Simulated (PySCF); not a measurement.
# Electronic absorption of 3-butynenitrile

Species: 3-butynenitrile, C4H3N.
Bonds: C1–C2 (triple), C2–C3, C3–C4, C4–N5 (triple). Hydrogens: H6 on C1; H7, H8 on C3.

The calculation used PySCF 2.14.0, density-fitted response routines, TDDFT CAM-B3LYP/def2-SVPD, vertical, gas phase, core orbitals frozen in the response. Isolated species at its GFN2-xTB geometry, gas phase.

| state | E (eV) | ν̃ (cm⁻¹) | f | \|μ\| (D) | main configurations (H = HOMO, L = LUMO) |
| --- | --- | --- | --- | --- | --- |
| S1 | 6.66 | 53680 | 0.0003 | 0.10 | H→L+1 (52%), H-1→L+2 (14%), H→L (13%) |
| S2 | 6.95 | 56040 | 0.0019 | 0.27 | H-1→L+1 (34%), H→L+2 (33%), H→L+4 (12%) |
| S3 | 6.99 | 56340 | 0.0007 | 0.17 | H-1→L+2 (58%), H-1→L+4 (18%), H→L+1 (14%) |
| S4 | 7.77 | 62640 | 0.019 | 0.81 | H→L (69%), H→L+1 (10%) |
| S5 | 7.89 | 63600 | 0.044 | 1.22 | H-1→L (78%), H-1→L+1 (10%) |
| S6 | 7.89 | 63630 | 0.0059 | 0.44 | H-2→L+1 (23%), H-3→L+4 (14%), H-2→L+5 (10%) |
| S7 | 8.18 | 66010 | 0.015 | 0.69 | H-3→L+1 (19%), H-2→L+4 (19%), H-2→L+2 (14%) |
| S8 | 8.22 | 66270 | 0.0038 | 0.35 | H-3→L+4 (28%), H-3→L+2 (21%), H-2→L+1 (14%) |

Triplets (Tamm–Dancoff): T1 5.50 eV, H-1→L+1 (34%), H→L+2 (28%), H→L+4 (12%); T2 6.01 eV, H→L+1 (40%), H-1→L+2 (24%), H-1→L+4 (10%); T3 6.02 eV, H→L+2 (36%), H-1→L+1 (30%), H→L+4 (13%).

The lowest singlet lies at 6.66 eV (186 nm, vacuum ultraviolet) and is dark (f under 0.0005); its leading configuration is HOMO→LUMO+1 (52%). The strongest level in the table is S5 at 7.89 eV (157 nm, f = 0.044). S5/S6 lie within about 0.01 eV of each other. Löwdin shares by element: HOMO carbon 88% or more; LUMO carbon 55% or more, hydrogen 13% or more (atoms not listed hold the other 32%). The listed states span 1.56 eV, and the widest gap between neighbours is 0.78 eV (S3 to S4). Weighted by f, the mean energy of these states is 7.89 eV. The oscillator strengths of these states sum to 0.091; summed over the whole spectrum of an exact calculation they would give the number of electrons, 34 (Thomas–Reiche–Kuhn). The window holds the lowest 8 singlets.
